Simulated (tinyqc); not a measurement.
Inside a calculation. Method: extended Hueckel theory, for HF. Computed by tinyqc, a small Python program that keeps every step (integrals from PySCF). Settings: charge = 0, K = 1.75, weighted = 1, multiplicity = 1. Command: `OMP_NUM_THREADS=1 python tinyqc.py 25310 25311 out.jsonl` (the two numbers bound the seeds that draw the settings). One thread of a shared host (Intel(R) Xeon(R) Processor @ 2.60GHz), about 0.01 s of CPU time with the checks.

## Overlaps

Geometry (angstrom):

| atom | x | y | z |
|---|---|---|---|
| F | 0.000000 | 0.000000 | 0.000000 |
| H | 0.000000 | 0.000000 | 1.005000 |

Parameters chosen for this run:

| element | shell | Slater exponent | H_ii (eV) |
|---|---|---|---|
| H | 1s | 1.300000 | -13.600000 |
| F | 2s | 2.425000 | -40.000000 |
| F | 2p | 2.425000 | -18.100000 |

Slater orbitals, each expanded in six Gaussians scaled to its exponent.

overlap S, lower triangle:
```
           1F 2s    1F 2px    1F 2py    1F 2pz     2H 1s
1F 2s   1.000000
1F 2px  0.000000  1.000000
1F 2py  0.000000  0.000000  1.000000
1F 2pz  0.000000  0.000000  0.000000  1.000000
2H 1s   0.404927  0.000000  0.000000  0.344531  1.000000
```

## Wolfsberg-Helmholz matrix

diagonal H_ii (eV): 1F 2s -40.000000, 1F 2px -18.100000, 1F 2py -18.100000, 1F 2pz -18.100000, 2H 1s -13.600000

K = 1.750000

H_ij = K' S_ij (H_ii + H_jj)/2 for i != j (the diagonal keeps H_ii), with K' = K + D^2 + D^4 (1 - K), D = (H_ii - H_jj)/(H_ii + H_jj), K = 1.75.

H (eV), lower triangle:
```
             1F 2s      1F 2px      1F 2py      1F 2pz       2H 1s
1F 2s   -40.000000
1F 2px    0.000000  -18.100000
1F 2py    0.000000    0.000000  -18.100000
1F 2pz    0.000000    0.000000    0.000000  -18.100000
2H 1s   -21.144703    0.000000    0.000000   -9.664805  -13.600000
```

## Orbitals

valence electrons = 8

Solve H C = S C e through S^(-1/2); fill by pairs from the bottom, a degenerate level sharing its electrons equally; each orbital has its largest coefficient positive (the first on a tie).

orbital energies (eV): -40.809678  -18.828456  -18.100000  -18.100000  3.596643

occupations: 2.000000  2.000000  2.000000  2.000000  0.000000

coefficients:
```
              MO1        MO2        MO3       MO4        MO5
1F 2s    0.924615  -0.133373   0.000000  0.000000  -0.596553
1F 2px   0.000000   0.000000  -0.181118  0.983461   0.000000
1F 2py   0.000000   0.000000   0.983461  0.181118   0.000000
1F 2pz  -0.031365   0.911068   0.000000  0.000000  -0.578315
2H 1s    0.162052   0.208845   0.000000  0.000000   1.150729
```

sum of one-electron energies = -191.676268 eV

Within a degenerate level the vectors are fixed only up to a rotation; this is one choice.

## Mulliken analysis

P = C n C^T; charge = valence electrons (H 1, F 7) minus the sum of (P S)_ii on the atom; overlap population = 2 sum P_ij S_ij between two atoms.

charges: 1F -0.633852, 2H 0.633852

Overlap populations:

| pair | value |
|---|---|
| 2-1 | 0.452787 |
